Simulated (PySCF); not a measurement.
# C2H7Al: electronic structure in real space

Aim: take C2H7Al and analyse its density (charges, bond critical points, surface potential), see where an electron leaves and enters and measure its response to a uniform field.

The runs use PySCF 2.14.0; levels as typed in each script, gas phase, geometry from GFN2-xTB.

### Step 1. The starting structure

SMILES `C[AlH]C`, 10 atoms, charge 0, spin multiplicity 1.

Bond lengths: C1–Al2 1.990 Å, C1–H4 1.097 Å, C1–H5 1.096 Å, C1–H6 1.097 Å, Al2–C3 1.990 Å, Al2–H7 1.554 Å, C3–H8 1.097 Å, C3–H9 1.096 Å, C3–H10 1.096 Å. Angles: Al2–C1–H4 110.7°, Al2–C1–H5 113.4°, Al2–C1–H6 113.3°, H4–C1–H5 106.5°, H4–C1–H6 106.5°, H5–C1–H6 105.8°, C1–Al2–C3 128.6°, C1–Al2–H7 115.7°, C3–Al2–H7 115.8°, Al2–C3–H8 110.7°, Al2–C3–H9 113.4°, Al2–C3–H10 113.4°, H8–C3–H9 106.5°, H8–C3–H10 106.5°, H9–C3–H10 105.9°.

As a file:

```
C    -1.79270    0.39394    0.00012
Al   -0.00002   -0.46947   -0.00032
C     1.79286    0.39377    0.00016
H    -2.58809   -0.36198    0.00005
H    -1.96832    1.03089    0.87504
H    -1.96814    1.03167   -0.87445
H    -0.00151   -2.02320    0.00130
H     2.58818   -0.36222   -0.00017
H     1.96854    1.03119   -0.87441
H     1.96868    1.03041    0.87509
```

### Step 2. Density, bond paths and surface potential (B3LYP/def2-svpd)

File input.py:

```python
import numpy as np
from pyscf import gto, scf, dft
from pyscf.scf import atom_ks, atom_hf
from scipy.linalg import block_diag

def solve(mol, dm0=None, hcore=None):
    mf = (dft.UKS if mol.spin else dft.RKS)(mol, xc='b3lyp')
    mf.grids.level = 3
    mf = mf.density_fit(auxbasis='def2-universal-jkfit')
    mf.conv_tol, mf.max_cycle = 1e-8, 80
    if hcore is not None:
        mf.get_hcore = lambda *args: hcore
    mf.kernel(dm0)
    if not mf.converged:
        mf = mf.newton().run(mf.mo_coeff, mf.mo_occ, max_cycle=30)
    assert mf.converged, 'SCF not converged'
    return mf

mol = gto.M(atom='''
C     -1.79270     0.39394     0.00012
Al    -0.00002    -0.46947    -0.00032
C      1.79286     0.39377     0.00016
H     -2.58809    -0.36198     0.00005
H     -1.96832     1.03089     0.87504
H     -1.96814     1.03167    -0.87445
H     -0.00151    -2.02320     0.00130
H      2.58818    -0.36222    -0.00017
H      1.96854     1.03119    -0.87441
H      1.96868     1.03041     0.87509
''', basis='def2-svpd', charge=0, spin=0, verbose=4)
mf = solve(mol)
mf.analyze()
# spherically averaged free atoms, for the promolecule
atm = atom_ks.get_atm_nrks(mol, xc='b3lyp')
pro = block_diag(*[(atm[a[0]][2] * atm[a[0]][3]) @ atm[a[0]][2].T for a in mol._atom])
np.savez('result.npz', e=mf.e_tot, c=mf.mo_coeff, occ=mf.mo_occ, eps=mf.mo_energy, pro=pro, dip=mf.dip_moment(verbose=0), s2=mf.spin_square()[0])
```

The run is started by

```bash
> OMP_NUM_THREADS=1 python input.py
```

### Step 4. Removing and adding an electron (B3LYP/def2-svpd)

input.py: that of step 2 with these lines changed.

```diff
@@ -31,3 +31,12 @@
 mf = solve(mol)
-mf.analyze()
+out = dict(e0=mf.e_tot, dm0=mf.make_rdm1(), c=mf.mo_coeff, occ=mf.mo_occ, eps=mf.mo_energy)
+for name, dq, spin in [('cation', 1, 1)]:
+    ion = mol.copy().set(charge=mol.charge + dq, spin=spin).build()
+    mi = solve(ion)
+    if spin and dq > 0 and mol.nao < 130:
+        c, _, stable, _ = mi.stability(return_status=True)
+        if not stable:
+            mi = solve(ion, mi.make_rdm1(c, mi.mo_occ))
+    print(name, 'vertical energy change / eV', (mi.e_tot - mf.e_tot) * 27.211386)
+    out.update({'e_' + name: mi.e_tot, 'dm_' + name: mi.make_rdm1(), 's2_' + name: mi.spin_square()[0], 'eps_' + name: mi.mo_energy, 'occ_' + name: mi.mo_occ})
 # spherically averaged free atoms, for the promolecule
@@ -35,2 +44,2 @@
 pro = block_diag(*[(atm[a[0]][2] * atm[a[0]][3]) @ atm[a[0]][2].T for a in mol._atom])
-np.savez('result.npz', e=mf.e_tot, c=mf.mo_coeff, occ=mf.mo_occ, eps=mf.mo_energy, pro=pro, dip=mf.dip_moment(verbose=0), s2=mf.spin_square()[0])
+np.savez('result.npz', pro=pro, **out)
```

### Step 5. Response to an electric field (B3LYP/def2-svpd)

File input.py:

```python
import numpy as np
from pyscf import gto, scf, dft
from pyscf.scf import atom_ks, atom_hf
from scipy.linalg import block_diag

def solve(mol, dm0=None, hcore=None):
    mf = (dft.UKS if mol.spin else dft.RKS)(mol, xc='b3lyp')
    mf.grids.level = 3
    mf = mf.density_fit(auxbasis='def2-universal-jkfit')
    mf.conv_tol, mf.max_cycle = 1e-8, 80
    if hcore is not None:
        mf.get_hcore = lambda *args: hcore
    mf.kernel(dm0)
    if not mf.converged:
        mf = mf.newton().run(mf.mo_coeff, mf.mo_occ, max_cycle=30)
    assert mf.converged, 'SCF not converged'
    return mf

mol = gto.M(atom='''
C     -1.79270     0.39394     0.00012
Al    -0.00002    -0.46947    -0.00032
C      1.79286     0.39377     0.00016
H     -2.58809    -0.36198     0.00005
H     -1.96832     1.03089     0.87504
H     -1.96814     1.03167    -0.87445
H     -0.00151    -2.02320     0.00130
H      2.58818    -0.36222    -0.00017
H      1.96854     1.03119    -0.87441
H      1.96868     1.03041     0.87509
''', basis='def2-svpd', charge=0, spin=0, verbose=4)
field = np.array([0.004, 0.0, 0.0])  # atomic units
mol.set_common_orig(mol.atom_charges() @ mol.atom_coords() / mol.atom_charges().sum())
mf = solve(mol)
out = dict(dm0=mf.make_rdm1(), d0=mf.dip_moment(unit='AU'), e0=mf.e_tot)
for name, sign in (('p', 1), ('m', -1)):
    h = mf.get_hcore() + sign * np.einsum('x,xij->ij', field, mol.intor('int1e_r'))
    mi = solve(mol, mf.make_rdm1(), h)
    out.update({'dm' + name: mi.make_rdm1(), 'd' + name: mi.dip_moment(unit='AU'), 'e' + name: mi.e_tot})
# spherically averaged free atoms, for the promolecule
atm = atom_ks.get_atm_nrks(mol, xc='b3lyp')
pro = block_diag(*[(atm[a[0]][2] * atm[a[0]][3]) @ atm[a[0]][2].T for a in mol._atom])
np.savez('result.npz', pro=pro, **out)
```

(Steps that only read results are left out.)

**Question.** What will these runs give? Wanted: dipole moment; HOMO, LUMO; polarisability along the field.

The runs gave:

```
                                        quantity            value
                 dipole moment (B3LYP/def2-svpd)           0.75 D
                    HOMO, LUMO (B3LYP/def2-svpd)  -7.66, -1.16 eV
polarisability along the field (B3LYP/def2-svpd)       65.8 bohr³
```

At B3LYP/def2-svpd: The highest Hirshfeld charge is on Al2 (+0.55 e), the lowest on C1 and C3 (−0.26 e). The geometry was not optimised at these levels.
